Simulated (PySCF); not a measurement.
The dipole of HSiF (`F[SiH]`) [singlet] from its density and from atomic charges.

Coordinates (GFN2-xTB, Å) and charges (e) from the PBE0/pcSseg-1 density (PySCF):

```tsv
atom	x	y	z	Mulliken	IAO	Hirshfeld	ESP-fitted
F1	1.184	-0.324	-0.002	-0.4336	-0.5060	-0.2188	-0.1728
Si2	-0.091	0.709	-0.013	+0.5985	+0.6622	+0.3409	+0.1698
H3	-1.082	-0.388	0.002	-0.1649	-0.1561	-0.1220	+0.0030
```

Q: Form Σ q r in debye for every column and set it beside the full dipole.

A: The full density gives (-1.14, 0.59, -0.01) D, 1.28 D in size; dipole vectors point from the negative to the positive end.

```json
{"scheme": "Mulliken", "μx": "-1.87", "μy": "3.02", "μz": "-0.04", "size (D)": "3.55", "share of the full size (%)": "277", "angle to the full dipole (°)": "31"}
{"scheme": "IAO", "μx": "-2.35", "μy": "3.33", "μz": "-0.04", "size (D)": "4.08", "share of the full size (%)": "318", "angle to the full dipole (°)": "28"}
{"scheme": "Hirshfeld", "μx": "-0.76", "μy": "1.73", "μz": "-0.02", "size (D)": "1.89", "share of the full size (%)": "147", "angle to the full dipole (°)": "39"}
{"scheme": "ESP-fitted", "μx": "-1.07", "μy": "0.84", "μz": "-0.01", "size (D)": "1.36", "share of the full size (%)": "106", "angle to the full dipole (°)": "11"}
```

Q: Which set comes closest?

A: Length of the difference vector: ESP-fitted 0.26 D, Hirshfeld 1.20 D, Mulliken 2.54 D, IAO 3.00 D. Closest: ESP-fitted. The schemes that divide the density aren't constrained to reproduce the dipole.

Q: What is left for the Hirshfeld atoms' own dipoles?

A: The Hirshfeld atoms' densities add up to the full density, so μ = Σ q r + Σ (atomic dipoles). The atomic dipoles sum to (-1.14, 0.59, -0.01) − (-0.76, 1.73, -0.02) = (-0.38, -1.14, 0.01) D, 1.20 D in size.

Q: Give the size of the full dipole in other units.

A: 1.28 D = 0.505 au = 0.267 e·Å = 4.28 × 10⁻³⁰ C·m.

Geometry: GFN2-xTB; no solvent, vibrations or thermal averaging.
